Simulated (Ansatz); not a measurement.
**BF (singlet): the correlation ladder at distance B1–F2 = 2.335 Å, 6-31G**

Aim: climb from Hartree-Fock through coupled cluster and multireference methods for BF (singlet) at one geometry and basis, and see what each rung misses.

Method: 6-31G, core rule «outside noble gas», up to 2 orbitals frozen; program: Ansatz 0.2.0, Gaussian basis.

To be run: UHF; CCSD(T) on RHF; CCSD(T) on UHF; BCCD(T) on RHF; CISD; CCSDT(Q) on RHF; CCSDT(Q) on UHF; CISDTQ; CCSDTQ on RHF; CCSDTQ on UHF; CASSCF and MRCISD+Q, 2 electrons in 2 orbitals; CASSCF and NEVPT2, 2 electrons in 2 orbitals; CASSCF and MRCISD+Q, 10 electrons in 8 orbitals; CASSCF and NEVPT2, 10 electrons in 8 orbitals; Full CI.

32 further runs of the same task are left out: 12 for a known fault of the program, 18 that didn't finish, 2 set aside as unsound or not needed. Runs told in other sessions of the task aren't counted.

**1. The system**

The geometry derives from a PBE0/def2-TZVP stationary point (not a proven minimum). One bond is set to the value named and the two fragments are kept rigid.

2 atoms, charge 0, spin multiplicity 1.

Atoms are counted from 1 here; the program's logs count them from 0.

No contacts short enough for the rule that draws bonds.

As a file:

```xyz
2

B     0.00000    0.00000    0.00000
F     0.00000    0.00000    2.33500
```

**2. UHF**

in.yaml reads:

```yaml
crystal:
  periodic: [false, false, false]
  atoms:
    - {symbol: B, position_ang: [0.000000, 0.000000, 0.000000]}
    - {symbol: F, position_ang: [0.000000, 0.000000, 2.335000]}
basis:
  gaussian: {orbitals: 6-31G}
magnetization: {spin_polarized: true, initial_magnetization: 0}
hamiltonian: {xc: hf}
output: {orbitals: {seedname: orbitals}}
```

Launch:

```
ansatz run in.yaml --threads 1 --pin off --events-out ev --progress --plain --max-ram 2393MiB
```

The runs that follow: CCSD(T) on RHF; CCSD(T) on UHF; BCCD(T) on RHF; CISD; CCSDT(Q) on RHF; CCSDT(Q) on UHF; CISDTQ; CCSDTQ on RHF; CCSDTQ on UHF; CASSCF and MRCISD+Q, 2 electrons in 2 orbitals; CASSCF and NEVPT2, 2 electrons in 2 orbitals; CASSCF and MRCISD+Q, 10 electrons in 8 orbitals; CASSCF and NEVPT2, 10 electrons in 8 orbitals; Full CI.

**Question.** What will the summary of the whole plan be? Wanted: FCI from the RHF energy; RMP2 from FCI; UMP2 from FCI; RCCSD from FCI; RCCSD(T) from FCI; UCCSD(T) from FCI; RCCSDT(Q) from FCI; UCCSDT(Q) from FCI; NEVPT2 valence from FCI.

As calculated:

```
                         quantity                             value
          FCI from the RHF energy                        -5.7835 eV
                    RMP2 from FCI                        +804.3 meV
                    UMP2 from FCI                       +1803.6 meV
                   RCCSD from FCI                        +283.2 meV
                RCCSD(T) from FCI                         +60.0 meV
                UCCSD(T) from FCI                        +114.5 meV
               RCCSDT(Q) from FCI                         -77.3 meV
               UCCSDT(Q) from FCI                         -59.8 meV
          NEVPT2 valence from FCI                        +599.1 meV
        MRCISD+Q valence from FCI                        +104.4 meV
levels within 1 kcal/mol (43 meV)  RCCSDT, UCCSDT, RCCSDTQ, UCCSDTQ
                    T1 diagnostic                             0.045
   effectively unpaired electrons                              0.22
```

RCCSD(T) lands +60.0 meV from the yardstick (1.0 % of the correlation energy). CCSD(T) misses by +60.0 meV on the restricted determinant and by +114.5 meV on the unrestricted one; the two need not hold the same state or core. RCCSDT(Q), UCCSDT(Q) fall below full CI: unrestricted runs freeze a spin-polarised core, another one than full CI's, and coupled cluster isn't variational. The occupations show static correlation (0.22 effectively unpaired electrons where one determinant has 0). Of the multireference levels listed MRCISD+Q valence comes nearest in total energy (+104.4 meV), which doesn't show that its space is the better one. These misses are within one basis, not against nature.
